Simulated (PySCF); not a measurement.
State search for O2

Unrestricted PBE0; O STO-3G; no relativity (PySCF 2.14). Outer shells of the fragments: O 2s2 2p4; O 2s2 2p4.

Followed along the bond (rough minima from three points):

| 2Ms+1 | unpaired | ⟨S²⟩ at the start | R at minimum (Å) | Te (eV) |
| --- | --- | --- | --- | --- |
| 3 | π ↑↑ | 2.00 | 1.27 | 0.00 |
| 1 | π ↑↓ | 1.00 | 1.27 | 0.48 |

Solutions found at the starting distance of 1.200 Å, counted from the lowest of them; the search is not exhaustive and high or unbound solutions are not listed, so other states can lie among these:

| 2Ms+1 | unpaired | term | E (eV) | ⟨S²⟩ | ⟨Lz²⟩ |
| --- | --- | --- | --- | --- | --- |
| 3 | π ↑↑ | ³Σ⁻ | 0.00 | 2.00 | 0.00 |
| 1 | π ↑↓ | mixed | 0.49 | 1.00 | 2.00 |
| 1 | none | mixed | 1.96 | 0.00 | 2.00 |
| 3 | π ↑↑ | mixed | 6.76 | 2.00 | 2.00 |
| 3 | σ ↑, π ↑ | ³Π | 8.09 | 2.00 | 1.00 |
| 1 | σ ↓, π ↑ | mixed | 8.64 | 1.01 | 1.00 |

A term symbol is given only where ⟨S²⟩ and ⟨Lz²⟩ are close to those of a pure state; real π, δ and φ orbitals otherwise mix terms, and g/u labels are left off.

The measured ground state is X ³Σg- (Huber and Herzberg, Constants of Diatomic Molecules (1979)).

Counting both spins, an empty level lies below a filled one in some of these solutions, because spin and occupation are held. STO-3G is very small, so such numbers show the basis as much as the molecule.
